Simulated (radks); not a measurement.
# O²⁻ held by a Watson sphere

One table from this session's results is given with a row withheld; the runs are named, their logs left out.

Program: radks (a radial shooting solver on a logarithmic mesh, Libxc functionals) version 1. Level of theory: non-relativistic Kohn-Sham, PBE, spin-polarised, spherical densities, point nucleus. These are calculated values, not measurements, unless marked.

### The atom as given

```
element       : oxygen (Z = 8)
charge        : -2
electrons     : 10
configuration : [Ne]
```

The outer shells:

O²⁻
```
[He] core
2s [↑↓]
2p [↑↓][↑↓][↑↓]
```

Set-up of the first run:

Settings of this run:

```text
Z 8
configuration [Ne]
relativity non-relativistic
functional pbe,pbe
spin polarised
nucleus point
watson charge 2 radius 2.17 bohr
response adiabatic LDA kernel
```

Command:

```sh
$ python run_ks.py task.json out
```

All runs below come from this command, one after another.

Among the steps run: R = 2.17 bohr; R = 2.25 bohr; R = 2.36 bohr; R = 2.51 bohr; R = 2.71 bohr; R = 2.88 bohr; R = 3.01 bohr; R = 3.56 bohr; R = 3.93 bohr.

One of the session's tables, all rows but one given; the rest of the session is left out.

```
R (bohr)  highest level (eV)  its <r> (bohr)  sum of <r²> (bohr²)  α (bohr³)
    2.17              -7.125           1.531                22.89      17.62
    2.25              -6.862           1.549                23.46      19.07
    2.36              -6.516           1.573                24.23      21.25
    2.51              -6.074           1.605                25.29      24.60
    2.71                   ?               ?                    ?          ?
    2.88              -5.121           1.680                27.96      35.02
    3.01              -4.829           1.706                28.91      39.54
    3.56              -3.804           1.808                33.16      65.30
    3.93              -3.272           1.874                36.26      90.63
```

Estimate the missing values for R (bohr) = 2.71.

Worked estimate for «highest level (eV)». A straight line through the neighbours (2.51, -6.074) and (2.88, -5.121) gives -6.074 + (-5.121 + 6.074) × (2.71 − 2.51) / (2.88 − 2.51) = -5.559; a parabola fitted to 4 rows on both sides gives -5.535.

**Answer.** highest level (eV): -5.535; its <r> (bohr): 1.647; sum of <r²> (bohr²): 26.72; α (bohr³): 29.81. In «highest level (eV)» the line misses by -0.024 and the parabola by 0.000.

From R = 2.17 to 3.93 bohr the top level moves from -7.125 to -3.272 eV and its mean radius from 1.53 to 1.87 bohr. A wider sphere makes a shallower well, so the ion swells. Response by self-consistent Sternheimer equations with the Hartree and adiabatic LDA kernel.
